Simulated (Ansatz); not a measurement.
Start from `[SiH]O[SiH3]` and change one atom or group to get `[MgH][O][SiH3]`.

Ansatz, PBE0-D4/def2-TZVP geometries, multiplicity 1. 

```csv
property,`[SiH]O[SiH3]`
HOMO energy (B3LYP/def2-TZVPP) / eV,-6.39
HOMO energy (PBE0/def2-TZVPP) / eV,-6.56
size of the dipole moment (B3LYP/def2-TZVPP) / D,0.75
zero-point energy (PBE0-D4/def2-TZVP) / kJ/mol,95.4
HOMO–LUMO gap (B3LYP/def2-TZVPP) / eV,3.98
HOMO–LUMO gap (PBE0/def2-TZVPP) / eV,4.33
```

**Question.** Give the same properties after the change, and the shifts. (Best estimate.)

**Answer.** The calculation gave: 
```
                                        property  `[MgH][O][SiH3]`  shift
             HOMO energy (B3LYP/def2-TZVPP) / eV             -7.83  -1.44
              HOMO energy (PBE0/def2-TZVPP) / eV             -8.03  -1.47
size of the dipole moment (B3LYP/def2-TZVPP) / D              1.49   0.74
  zero-point energy (PBE0-D4/def2-TZVP) / kJ/mol              89.9   -5.5
           HOMO–LUMO gap (B3LYP/def2-TZVPP) / eV              6.61   2.63
            HOMO–LUMO gap (PBE0/def2-TZVPP) / eV              7.10   2.77
```

With PBE0 the HOMO falls by 1.47 eV and the LUMO rises by 1.30 eV, so the gap widens by about 2.77 eV. PBE moves the HOMO by -1.15 eV and ωB97M-V by -1.70 eV. Dipoles are sizes alone; their direction can turn.

B3LYP here is the variant with VWN-RPA as its local correlation; programs differ in this.
